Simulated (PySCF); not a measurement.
**Basis-set dependence of population analyses: `Cn1cccn1`**

C₄H₆N₂.
Bonds: C1–N2, N2–C3 (aromatic), C3–C4 (aromatic), C4–C5 (aromatic), C5–N6 (aromatic), N2–N6 (aromatic). Hydrogens: H7, H8, H9 on C1; H10 on C3; H11 on C4; H12 on C5.

PBE0 throughout (PySCF), one geometry, spherical d and f functions. Geometry: PBE0-D3(BJ)/def2-SVP; no solvent, vibrations or thermal averaging. Atoms taken as equivalent share a column and are averaged. The first 7 of 10 kinds of atom are listed.

Mulliken charges (e):

```tsv
basis	functions	C1	N2	C3	C4	C5	N6	H7/H8/H9
STO-3G	36	-0.140	-0.108	-0.023	-0.129	-0.039	-0.176	+0.112
6-31G	66	-0.277	-0.514	+0.158	-0.311	-0.001	-0.217	+0.198
6-31G*	96	-0.374	-0.250	+0.056	-0.313	+0.008	-0.273	+0.203
def2-SVP	114	+0.090	-0.224	+0.110	-0.154	+0.044	-0.153	+0.063
6-311+G(2d,p)	198	-0.388	+0.381	-0.167	-0.166	-0.039	-0.455	+0.161
def2-TZVP	222	-0.299	+0.166	-0.154	-0.161	-0.124	-0.250	+0.143
```

IAO charges (e):

| basis | functions | C1 | N2 | C3 | C4 | C5 | N6 | H7/H8/H9 |
| --- | --- | --- | --- | --- | --- | --- | --- | --- |
| STO-3G | 36 | -0.311 | +0.016 | -0.113 | -0.209 | -0.114 | -0.165 | +0.156 |
| 6-31G | 66 | -0.329 | +0.035 | -0.121 | -0.245 | -0.097 | -0.244 | +0.168 |
| 6-31G* | 96 | -0.307 | +0.046 | -0.108 | -0.245 | -0.073 | -0.258 | +0.159 |
| def2-SVP | 114 | -0.295 | +0.053 | -0.108 | -0.247 | -0.074 | -0.255 | +0.155 |
| 6-311+G(2d,p) | 198 | -0.316 | +0.051 | -0.115 | -0.257 | -0.076 | -0.269 | +0.163 |
| def2-TZVP | 222 | -0.315 | +0.051 | -0.113 | -0.257 | -0.076 | -0.267 | +0.163 |

Hirshfeld charges (e):

| basis | functions | C1 | N2 | C3 | C4 | C5 | N6 | H7/H8/H9 |
| --- | --- | --- | --- | --- | --- | --- | --- | --- |
| STO-3G | 36 | +0.043 | +0.024 | -0.017 | -0.082 | -0.019 | -0.169 | +0.035 |
| 6-31G | 66 | -0.033 | +0.040 | -0.034 | -0.104 | -0.035 | -0.178 | +0.055 |
| 6-31G* | 96 | -0.035 | +0.038 | -0.030 | -0.103 | -0.031 | -0.174 | +0.054 |
| def2-SVP | 114 | -0.053 | +0.060 | -0.031 | -0.109 | -0.036 | -0.156 | +0.055 |
| 6-311+G(2d,p) | 198 | -0.049 | +0.021 | -0.027 | -0.106 | -0.036 | -0.158 | +0.058 |
| def2-TZVP | 222 | -0.054 | +0.031 | -0.028 | -0.108 | -0.036 | -0.155 | +0.058 |

Some averages cover members that differ in this geometry, most widely: H7/H8/H9, Mulliken in 6-31G +0.179 to +0.209 e.

Question: Which scheme is steadiest as the basis changes?

Answer: Largest range over the bases for any column: Hirshfeld 0.10 e, IAO 0.10 e, Mulliken 0.90 e. Hirshfeld and IAO charges move least and Mulliken charges most, counted in e. Without the minimal STO-3G basis the ranges are Hirshfeld 0.04, IAO 0.03, Mulliken 0.90 e.

Question: How much do the charges still move between the two largest bases, 6-311+G(2d,p) and def2-TZVP?

Answer: At most, over all atoms: Mulliken 0.215 e, IAO 0.003 e, Hirshfeld 0.010 e.

Question: What do the same runs give for the total energy, the frontier levels and the dipole moment?

Answer: 
```csv
basis,energy (Eh),HOMO (eV),LUMO (eV),μ (D)
STO-3G,-261.9066,-5.03,3.58,2.34
6-31G,-265.1159,-6.91,0.87,2.53
6-31G*,-265.2008,-6.77,0.95,2.34
def2-SVP,-265.0157,-6.99,0.67,2.38
"6-311+G(2d,p)",-265.2785,-7.06,0.25,2.40
def2-TZVP,-265.3015,-7.04,0.46,2.36
```

The dipole is fixed by the density alone, so its range of 0.19 D shows that the density itself changes with the basis, not only its division among atoms.
